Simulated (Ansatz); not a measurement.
Which is lower?

The two ends of one reaction step of BSiH6Cl, closed shell (PBE0-D4/def2-TZVP).

A:

B1  (-1.109, 0.206, 0.220)
Si2  (1.029, -0.291, -0.195)
H3  (-0.970, -0.537, -0.735)
H4  (-1.764, -0.310, 1.078)
H5  (0.005, 0.228, 0.940)
Cl6  (-1.468, 1.922, -0.220)
H7  (1.012, -1.767, -0.211)
H8  (1.094, 0.367, -1.512)
H9  (2.172, 0.182, 0.634)
(Å)

B:

B1  (-0.994, -0.371, 0.195)
Si2  (0.994, -0.573, -0.042)
H3  (-1.691, -0.552, -0.762)
H4  (-1.480, -0.600, 1.267)
H5  (-0.298, 2.124, -0.567)
Cl6  (-1.171, 1.804, 0.324)
H7  (1.365, -1.945, -0.494)
H8  (1.479, 0.379, -1.098)
H9  (1.795, -0.265, 1.178)
(Å)

Program: Ansatz 0.2.0. Basis: def2-TZVPP. Cores are frozen in the correlated methods. B3LYP uses VWN-RPA correlation.

Problem. Which structure is lower at CCSD(T), and by how much? (Judge from chemistry; the value comes from the calculation.)

Solution. Computed: A, by 22.65 kcal/mol (electronic energy, against the other). By their contacts, A is BSiH₆Cl ([Cl][BH2]1[H][SiH3]1) and B is BSiH₆Cl ([SiH3][BH2][ClH]).

All methods give the same order:

```tsv
method	E(B) − E(A) (kcal/mol)
SPW92	26.34
PBE-D4	24.13
BLYP-D4	22.04
r2SCAN-D4	25.09
B97M-V	23.10
PBE0-D4	24.46
B3LYP-D4	22.66
r2SCAN0-D4	25.23
BHLYP-D4	22.80
CAM-B3LYP-D4	23.04
wB97X-V	23.25
wB97M-V	23.86
B2PLYP	23.30
PBE-QIDH	24.96
RPA on PBE	21.30
HF	20.23
MP2	24.80
CCSD	22.32
CCSD(T)	22.65
```

The T1 diagnostic stays at or below 0.011.

Labels in which every atom is bracketed show which atoms are joined, not bond orders.

For scale, one of the runs: CCSD(T)/def2-TZVPP, 199 basis functions, launched by `ansatz run in.yaml --threads 2 --pin off --events-out ev --progress --plain --max-ram 4352MiB`. Hardware: 2 CPU threads of an Arm Neoverse V2, shared host. Wall time 39 s; peak host memory 2.2 GiB.
